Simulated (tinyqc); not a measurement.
Hueckel theory of the pi electrons with the omega technique, for the molecule c1ccoc1 (SMILES; centres numbered as the heavy atoms are written), step by step. One step of it, computed by the program tinyqc.

Task: Omega technique, round 1. h_r = h_r(0) + omega q_r, omega = 1.4, with q_r = z_r - P_rr.

Hueckel matrix in units of beta (H = alpha + beta A), lower triangle:
```
          1C        2C        3C        4O        5C
1C  0.000000
2C  1.000000  0.000000
3C  0.000000  1.000000  0.000000
4O  0.000000  0.000000  0.800000  2.000000
5C  1.000000  0.000000  0.000000  0.800000  0.000000
```

charge and bond-order matrix P, lower triangle:
```
           1C         2C         3C        4O        5C
1C   1.089557
2C   0.536770   1.089557
3C  -0.083317   0.811110   1.014854
4O  -0.197524  -0.197524   0.384711  1.791178
5C   0.811110  -0.083317  -0.432359  0.384711  1.014854
```

Centres:

| centre | z_r, pi electrons of the neutral centre | h |
|---|---|---|
| 1C | 1 | 0.000000 |
| 2C | 1 | 0.000000 |
| 3C | 1 | 0.000000 |
| 4O | 2 | 2.000000 |
| 5C | 1 | 0.000000 |

Give: matrix after round 1.

Result:

matrix after round 1, lower triangle:
```
         1C       2C       3C      4O       5C
1C  -0.1254
2C   1.0000  -0.1254
3C   0.0000   1.0000  -0.0208
4O   0.0000   0.0000   0.8000  2.2924
5C   1.0000   0.0000   0.0000  0.8000  -0.0208
```
